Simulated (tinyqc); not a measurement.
Worked calculation: UHF in the sto-3g basis, for LiH, spin multiplicity 3. This run ends on a higher stationary point, not on the lowest solution. One step of it, computed by the program tinyqc.

Problem. Iteration 3: diagonalisation and new density. Diagonalise F' = X^T F X, C = X C', fill 3 alpha and 1 beta electrons from the bottom; D(s) = C_occ C_occ^T. Each column has its largest component positive (the first on a tie).

extrapolated F(alpha) (hartree), order 1Li 1s, 1Li 2s, 1Li 2px, 1Li 2py, 1Li 2pz, 2H 1s:
$$\begin{pmatrix}
-2.335272 & -0.651163 & 0.000000 & 0.000000 & 0.000597 & -0.117665 \\
-0.651163 & -0.222867 & 0.000000 & 0.000000 & -0.123038 & -0.287654 \\
0.000000 & 0.000000 & 0.090501 & 0.118180 & 0.000000 & 0.000000 \\
0.000000 & 0.000000 & 0.118180 & -0.023321 & 0.000000 & 0.000000 \\
0.000597 & -0.123038 & 0.000000 & 0.000000 & 0.000887 & -0.336748 \\
-0.117665 & -0.287654 & 0.000000 & 0.000000 & -0.336748 & -0.511137
\end{pmatrix}$$

extrapolated F(beta) (hartree), order 1Li 1s, 1Li 2s, 1Li 2px, 1Li 2py, 1Li 2pz, 2H 1s:
$$\begin{pmatrix}
-2.324112 & -0.635677 & 0.000000 & 0.000000 & -0.000247 & -0.115338 \\
-0.635677 & -0.077373 & 0.000000 & 0.000000 & -0.015770 & -0.068832 \\
0.000000 & 0.000000 & 0.200151 & -0.015199 & 0.000000 & 0.000000 \\
0.000000 & 0.000000 & -0.015199 & 0.214789 & 0.000000 & 0.000000 \\
-0.000247 & -0.015770 & 0.000000 & 0.000000 & 0.164755 & -0.037193 \\
-0.115338 & -0.068832 & 0.000000 & 0.000000 & -0.037193 & 0.184084
\end{pmatrix}$$

X, order 1Li 1s, 1Li 2s, 1Li 2px, 1Li 2py, 1Li 2pz, 2H 1s:
$$\begin{pmatrix}
0.216034 & 0.785769 & 0.000000 & 0.000000 & 0.605715 & 0.183221 \\
-0.711554 & -0.613699 & 0.000000 & 0.000000 & 0.477042 & 0.371148 \\
0.000000 & 0.000000 & 0.279586 & 0.960121 & 0.000000 & 0.000000 \\
0.000000 & 0.000000 & 0.960121 & -0.279586 & 0.000000 & 0.000000 \\
-0.850730 & 0.463655 & 0.000000 & 0.000000 & -0.471662 & 0.407808 \\
1.072682 & -0.197624 & 0.000000 & 0.000000 & -0.179616 & 0.532724
\end{pmatrix}$$

Give: F' = X^T F X; orbital energies; coefficients C; F' = X^T F X; orbital energies; coefficients C; D(alpha) after iteration 3; D(beta) after iteration 3.

Solution.

F' = X^T F X (alpha) (hartree):
$$\begin{pmatrix}
0.241 & -0.129 & 0.000 & 0.000 & -0.046 & -0.256 \\
-0.129 & -0.819 & 0.000 & 0.000 & -1.107 & -0.324 \\
0.000 & 0.000 & 0.049 & 0.130 & 0.000 & 0.000 \\
0.000 & 0.000 & 0.130 & 0.018 & 0.000 & 0.000 \\
-0.046 & -1.107 & 0.000 & 0.000 & -1.227 & -0.434 \\
-0.256 & -0.324 & 0.000 & 0.000 & -0.434 & -0.663
\end{pmatrix}$$

orbital energies (alpha) (hartree): MO1 -2.339, MO2 -0.540, MO3 -0.098, MO4 0.079, MO5 0.165, MO6 0.333

coefficients C (alpha), order 1Li 1s, 1Li 2s, 1Li 2px, 1Li 2py, 1Li 2pz, 2H 1s:
$$\begin{pmatrix}
0.989 & -0.097 & 0.000 & -0.259 & 0.000 & -0.096 \\
0.041 & 0.181 & 0.000 & 0.978 & 0.000 & 0.507 \\
0.000 & 0.000 & -0.532 & 0.000 & 0.847 & 0.000 \\
0.000 & 0.000 & 0.847 & 0.000 & 0.532 & 0.000 \\
0.002 & 0.173 & 0.000 & -0.343 & 0.000 & 1.086 \\
-0.001 & 0.839 & 0.000 & -0.251 & 0.000 & -0.859
\end{pmatrix}$$

F' = X^T F X (beta) (hartree):
$$\begin{pmatrix}
0.479 & -0.177 & 0.000 & 0.000 & -0.139 & -0.019 \\
-0.177 & -0.774 & 0.000 & 0.000 & -1.094 & -0.441 \\
0.000 & 0.000 & 0.205 & -0.017 & 0.000 & 0.000 \\
0.000 & 0.000 & -0.017 & 0.209 & 0.000 & 0.000 \\
-0.139 & -1.094 & 0.000 & 0.000 & -1.157 & -0.554 \\
-0.019 & -0.441 & 0.000 & 0.000 & -0.554 & -0.166
\end{pmatrix}$$

orbital energies (beta) (hartree): MO1 -2.327, MO2 0.055, MO3 0.146, MO4 0.191, MO5 0.224, MO6 0.507

coefficients C (beta), order 1Li 1s, 1Li 2s, 1Li 2px, 1Li 2py, 1Li 2pz, 2H 1s:
$$\begin{pmatrix}
0.991 & -0.197 & -0.181 & 0.000 & 0.000 & 0.099 \\
0.034 & 0.647 & 0.708 & 0.000 & 0.000 & -0.573 \\
0.000 & 0.000 & 0.000 & 0.847 & -0.532 & 0.000 \\
0.000 & 0.000 & 0.000 & 0.532 & 0.847 & 0.000 \\
0.002 & 0.335 & -0.667 & 0.000 & 0.000 & -0.877 \\
-0.003 & 0.423 & -0.221 & 0.000 & 0.000 & 1.130
\end{pmatrix}$$

D(alpha) after iteration 3, order 1Li 1s, 1Li 2s, 1Li 2px, 1Li 2py, 1Li 2pz, 2H 1s:
$$\begin{pmatrix}
0.988 & 0.023 & 0.000 & 0.000 & -0.014 & -0.083 \\
0.023 & 0.034 & 0.000 & 0.000 & 0.031 & 0.152 \\
0.000 & 0.000 & 0.283 & -0.450 & 0.000 & 0.000 \\
0.000 & 0.000 & -0.450 & 0.717 & 0.000 & 0.000 \\
-0.014 & 0.031 & 0.000 & 0.000 & 0.030 & 0.145 \\
-0.083 & 0.152 & 0.000 & 0.000 & 0.145 & 0.704
\end{pmatrix}$$

D(beta) after iteration 3, order 1Li 1s, 1Li 2s, 1Li 2px, 1Li 2py, 1Li 2pz, 2H 1s:
$$\begin{pmatrix}
0.983 & 0.034 & 0.000 & 0.000 & 0.002 & -0.003 \\
0.034 & 0.001 & 0.000 & 0.000 & 0.000 & 0.000 \\
0.000 & 0.000 & 0.000 & 0.000 & 0.000 & 0.000 \\
0.000 & 0.000 & 0.000 & 0.000 & 0.000 & 0.000 \\
0.002 & 0.000 & 0.000 & 0.000 & 0.000 & 0.000 \\
-0.003 & 0.000 & 0.000 & 0.000 & 0.000 & 0.000
\end{pmatrix}$$
